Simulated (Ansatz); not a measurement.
## A geometry optimisation of CH8BN with B3LYP-D3(BJ)/def2-SVP

The starting geometry of this gas-phase triplet was optimised with GFN2-xTB as a singlet; its bonds are those of `C[BH2-][NH3+]`.

```xyz
11

C    -1.2585   -0.0977    1.7609
B    -0.6512   -0.0555    3.2630
N     0.0014   -1.5669    3.4941
H    -2.0322   -0.8581    1.6406
H    -1.7160    0.8533    1.4999
H    -0.4960   -0.2928    1.0046
H     0.2615    0.7003    3.3912
H    -1.4799    0.0582    4.1129
H    -0.7408   -2.2466    3.3753
H     0.4013   -1.6375    4.4221
H     0.7154   -1.7101    2.7892
```

Task: Predict what it relaxes into with B3LYP-D3(BJ)/def2-SVP.

Result: It loosens into CH7BN + H, which stay close as a complex. Distances that change by over a tenth: B2–N3 (1.66 → 1.45 Å). Contacts that open: N3–H9 (1.01 → 2.77 Å).

The energy falls by 3.24 eV over 31 steps:

```
step  E − E(last) (eV)
   1             3.236
   4             1.816
   8             1.539
  11             1.408
  14             0.324
  18             0.026
  21             0.003
  24             0.001
  28             0.000
  31             0.000
```

Final geometry (Å):

```tsv
atom	x (Å)	y (Å)	z (Å)
C	-1.1589	-0.0041	1.6247
B	-0.5648	-0.1869	3.0934
N	0.3804	-1.2677	3.3265
H	-1.6905	-0.9088	1.2781
H	-1.8758	0.8306	1.5722
H	-0.3660	0.2057	0.8838
H	-0.1468	0.8661	3.6858
H	-1.4127	-0.1768	4.0591
H	-1.6360	-2.8403	4.3892
H	0.8035	-1.4455	4.2320
H	0.6726	-1.9257	2.6092
```

No frequencies were run, so the end isn't proven a minimum. Open shells are spin-unrestricted. The triplet needn't be the ground state. Run with Ansatz 0.2.0, 86 s on 1 thread of Intel(R) Xeon(R) 6975P-C (Granite Rapids), with other jobs on the host.
